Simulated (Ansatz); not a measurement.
A made-up structure of CH7NSi, singlet:

```
10
angstrom
N 0.7077 -0.7510 0.8200
C 0.1375 0.5896 -0.3737
Si -1.3115 0.5388 -0.5292
H -1.7170 -0.6957 -1.1017
H -1.7750 1.5697 -1.3888
H 0.4109 1.5523 0.0719
H 0.7096 0.5116 -1.3121
H 0.3707 -1.6575 0.4959
H 0.3437 -0.5842 1.7581
H 1.7268 -0.7780 0.8542
```

It is relaxed with PBE-D4/def2-SVP and then PBE0-D4/def2-TZVP (Ansatz 0.2.0). Atoms count as bonded within 1.22 times the sum of their covalent radii (H–H: 0.88 Å). The end point is not checked to be a true minimum.

Q: Does its bonding change? (Judge from chemistry; the calculation decides.)

A: The calculation gives: Yes. Formed: N1–C2; broken: none.

Where it ends: The first stage lowers the energy by 4.78 eV in 14 steps. It ends as CH₇NSi ([NH3][CH2][SiH2]):
N1  (0.744, -0.566, 0.758)
C2  (0.341, 0.360, -0.376)
Si3  (-1.624, 0.306, -0.325)
H4  (-1.880, -0.471, -1.603)
H5  (-1.881, 1.699, -0.854)
H6  (0.704, 1.350, -0.100)
H7  (0.869, 0.017, -1.267)
H8  (0.684, -1.535, 0.446)
H9  (-0.024, -0.457, 1.455)
H10  (1.670, -0.406, 1.160)
(Å)

Labels in which every atom is bracketed show which atoms are joined, not bond orders.

For scale, one of the runs: PBE0-D4/def2-TZVP relaxation, 141 basis functions, launched by `ansatz run in.yaml --threads 2 --pin off --events-out ev --progress --plain --max-ram 4352MiB`. The run took about 26 s on 2 CPU threads of an Arm Neoverse V2 (shared host).
